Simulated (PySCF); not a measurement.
Gas-phase reaction: AlCl₂OH + AlH + 2 O → H₂O + 2 AlOCl

Method: PySCF energies (xtb for GFN2) plus ideal-gas RRHO corrections (1 bar). S°(298 K) at PBE0/def2-TZVP differs from the NASA 1993 table for AlOCl (+8 J/mol/K); whether the harmonic model or the table's entry is off was not settled. † marks an energy on the PBE0/def2-TZVP geometry and frequencies; other levels use their own. MP2 and CCSD(T) freeze the core. 6-31G* has spherical d functions here. Open shells (unrestricted): O (multiplicity 3, electronic degeneracy 9); the rest are closed-shell singlets. GFN2 has no spin-polarisation term. Spin-orbit splitting is ignored; it lowers the true energy and changes the entropy of O. B3LYP is the form with VWN-RPA correlation. AlCl₂OH: computed as isolated molecules; such fragments, hydroxides, amides, oligomers or adducts are transient or little studied in the gas. MP2 isn't extrapolated to the basis-set limit; its ΔH°(298 K) is -697.1 kJ in def2-SVP and -802.4 kJ in def2-TZVPP. CCSD(T) isn't extrapolated to the basis-set limit; its ΔH°(298 K) is -591.1 kJ in def2-SVP and -681.2 kJ in def2-TZVPP. The harmonic model lacks anharmonicity and excited electronic states, which grow with temperature; levels with a mode under 35 cm⁻¹ are left out. Warning, large T1 diagnostic: AlOCl (CCSD(T)/def2-TZVPP†). Warning, point group unlike the PBE0 one: AlCl₂OH (GFN2-xTB).

```
level                ΔE electronic, kJ  ΔH°(298 K), kJ  ΔS°(298 K), J/K  ΔG°(2500 K), kJ
-------------------  -----------------  --------------  ---------------  ---------------
B3LYP/6-31G*                      -663            -641             -128             -279
BLYP/def2-TZVP†                   -803            -781             -131             -410
CCSD(T)/def2-TZVPP†               -704            -681             -131             -310
GFN2-xTB                         -1684           -1661             -142            -1259
M06-2X/def2-TZVP†                 -703            -681             -131             -310
MP2/def2-SVP†                     -719            -697             -131             -326
PBE0/def2-QZVP†                   -716            -694             -131             -323
PBE0/def2-TZVP                    -704            -682             -131             -311
r2SCAN/def2-TZVP†                 -757            -735             -131             -364
LDA/def2-TZVP†                    -979            -957             -131             -586
ωB97M-V/def2-TZVP†                -714            -692             -131             -321
```
ΔH° is lowest at GFN2-xTB and highest at B3LYP/6-31G*. No reference value is set beside these.
